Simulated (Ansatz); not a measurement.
## How far each method lies from full CI for HBGe⁺, doublet

Geometry: that of the HBGe, triplet, kept fixed.

```xyz
3

Ge    0.0000    0.0000    1.6897
B     0.0000    0.0000   -0.2506
H     0.0000    0.0000   -1.4391
```

Basis cc-pVDZ; Ansatz 0.2.0. Only valence electrons are correlated (noble-gas cores and the filled d shells of p-block atoms frozen), which leaves 7 electrons in 31 orbitals. R marks a restricted (for open shells ROHF) determinant, U an unrestricted one. Active spaces: valence = (7e, 9o) chosen from the atoms' valence shells. No spin–orbit coupling is included, and no scalar relativity.

Full CI is exact within this basis and frozen core; it isn't the basis-set limit. The frozen core follows each run's orbitals, which can shift R against U totals by a few meV for light atoms and by up to 0.1 eV past Ca.

For open shells CISD and CISDTQ are restricted-active-space CI with the open shells as a complete middle space.

- UHF ⟨S²⟩: 1.028
- ⟨S²⟩ of the determinant under UCCSD: 0.757
- T1 diagnostic (RCCSD): 0.0158
- largest doubles amplitude (RCCSD): 0.080

| level | E − E(full CI) (mEh) | share of correlation (%) | wall time |
| --- | --- | --- | --- |
| RHF | 142.24 | 0.00 | – |
| RMP2 | 37.28 | 73.79 | – |
| CISD | 12.11 | 91.49 | 1.1 s |
| RCCSD | 4.81 | 96.62 | – |
| RCCSD(T) | 1.24 | 99.13 | 3 s |
| BCCD(T) | 1.23 | 99.13 | 2.7 s |
| RCCSDT | 0.20 | 99.86 | – |
| CISDTQ | 0.39 | 99.73 | 23 s (H100) |
| RCCSDT(Q) | 0.04 | 99.97 | 7 s |
| RCCSDTQ | 0.01 | 100.00 | 43 s (H100) |
| CASSCF (valence space) | 67.53 | 52.52 | – |
| NEVPT2 (valence space) | 18.90 | 86.71 | 3.6 s |
| MRCISD (valence space) | 2.85 | 98.00 | – |
| MRCISD+Q (valence space) | 0.20 | 99.86 | 4.8 s |

The correlation energy at full CI, counted from RHF, is -3.871 eV. That run took 35 s on 2 threads of AMD EPYC 7R13 with a shared H100 80 GB, shared host over 35,359,296 determinants.

Run but not shown, since their state or frozen core can't be matched to the reference's or they repeat it: UHF, UMP2, UCCSD, UCCSD(T), UCCSDT, UCCSDT(Q), UCCSDTQ.

Times hold each run's SCF and search for its determinant on a shared host, so for small cases they say little of a method's own cost; rows without a card ran on 1 thread of AMD EPYC 7R13.

The full-CI state has the irrep B1 of C2v, in the program's axes (one component, if the state is degenerate).

Natural occupations of full CI about the gap: 1.954 1.943 1.891 0.980 0.057 0.040 0.033 0.026 0.018 0.009; effectively unpaired electrons, Σ n²(2−n)², 1.09.
